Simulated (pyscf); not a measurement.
Thermochemistry of product channels of H₂N–B(Cl)–Cl (SMILES NB(Cl)Cl) + BH₃ (SMILES B) on the singlet surface, in kcal/mol, from ωB97M-D3(BJ)/def2-TZVP energies (ideal gas, 1 atm, RRHO with modes under 100 cm⁻¹ raised to 100, one conformer, R ln 2 for chiral ones without a mode under 150 cm⁻¹). Optimised with ωB97X-D3(BJ)/def2-SVP in PySCF.

```tsv
products	ΔE	ΔH(298 K)	ΔG(298 K)	ΔG(1200 K)
H₂B–NH₂ (SMILES BN) + Cl–BH–Cl (SMILES ClBCl)	-7.2	-6.0	-6.9	-8.7
H₂B–NH–B(Cl)–Cl (SMILES BNB(Cl)Cl) + H₂ (SMILES [H][H])	-22.1	-24.1	-22.4	-19.1
H₂B–B(NH₂)–Cl (SMILES BB(N)Cl) + HCl (SMILES Cl)	(withheld)	+22.4	+21.5	+17.4
H₂N–BH–Cl (SMILES NBCl) + H₂B–Cl (SMILES BCl)	-6.8	-5.8	-7.2	(withheld)
NH₃ (SMILES N) + H₂B–B(Cl)–Cl (SMILES BB(Cl)Cl)	+31.9	+32.8	+31.5	+27.4
```

Q: Some entries are withheld; supply them.

A: 
- H₂B–B(NH₂)–Cl (SMILES BB(N)Cl) + HCl (SMILES Cl), ΔE: +22.5
- H₂N–BH–Cl (SMILES NBCl) + H₂B–Cl (SMILES BCl), ΔG(1200 K): -10.6

These are energies of the channels, which say nothing of barriers.
